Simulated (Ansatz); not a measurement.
Geometry optimisation, RKS B3LYP/def2-SVP (Ansatz).

input.yaml

```yaml
crystal:
  periodic: [false, false, false]
  atoms:
    - { symbol: Al, position_ang: [0.0, 0.0, 0.0] }
    - { symbol: C, position_ang: [1.4047, 0.0, 1.654] }
    - { symbol: H, position_ang: [0.4051, -0.3092, 2.0245] }
    - { symbol: H, position_ang: [2.1723, -0.7111, 2.0245] }
    - { symbol: H, position_ang: [1.6368, 1.0203, 2.0245] }
    - { symbol: H, position_ang: [1.7519, 0.0, 0.1685] }
    - { symbol: F, position_ang: [-1.4635, 0.0, -0.845] }
basis:
  gaussian: { orbitals: def2-SVP }
hamiltonian:
  xc: b3lyp
relax:
  f_tol: 0.15
  max_steps: 25
  restrain:
    - { distance: [1, 5], at: 2.31, k: 30.0 }
    - { distance: [0, 1], at: 1.97, k: 30.0 }
    - { distance: [0, 5], at: 1.56, k: 30.0 }
```

Run as:

```bash
$ ansatz run input.yaml --threads 1 --pin off --max-ram 2048MiB --backend cpu --events-out ev --progress --plain --runs-dir out
```

Where does it end, and by what steps?

It converged. The restraints hold the end off the free minimum; the threshold counts their pulls, which the force column leaves out. Restrained pairs: C2–H6 (1.53 → 2.38 Å), Al1–C2 (2.17 → 1.94 Å), Al1–H6 (1.76 → 1.55 Å). After 9 steps the energy has fallen by 3.916 eV (the restraints' own energy left out); H3 moved furthest, 0.77 Å.

```
step  energy less start (eV)  largest force component (eV/Å)  accepted
   0                  0.0000                           4.127       yes
   1                  0.3482                           1.865       yes
   2                 -0.7998                           3.252       yes
   3                 -2.2915                           3.308       yes
   4                 -2.8967                           5.519       yes
   5                 -3.4415                           2.713       yes
   6                 -3.8031                           2.015       yes
   7                 -3.8874                           1.968       yes
   8                 -3.8941                           1.824       yes
   9                 -3.9164                           1.736       yes
```

```xyz
7
Properties=species:S:1:pos:R:3
Al 0.315 0.010 0.030
C 1.032 -0.042 1.827
H 0.504 -0.206 2.781
H 1.827 -0.807 1.729
H 1.572 0.923 1.890
H 1.783 0.195 -0.419
F -1.126 -0.073 -0.787
```

Run time: 18 s on 1 thread of Arm Neoverse V2, on a shared host, peak memory 0.13 GiB.
